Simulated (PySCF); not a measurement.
Gas-phase reaction: C3H6 (propylene) + 3 C2H6 = 3 C3H8

Method: PySCF energies plus ideal-gas RRHO corrections (1 bar). The comparison is the NASA 1993 polynomial table, which mixes measured and estimated data. † marks an energy on the PBE0/def2-TZVP geometry and frequencies. All species are closed-shell singlets.

PBE0/def2-SVP† gives ΔH°(298 K) = -102.8 kJ.

Question: What does ωB97X-V/def2-TZVP† give, and where does the table lie?

Answer: ωB97X-V/def2-TZVP†: -94.7 kJ. Table: -82.2 kJ.
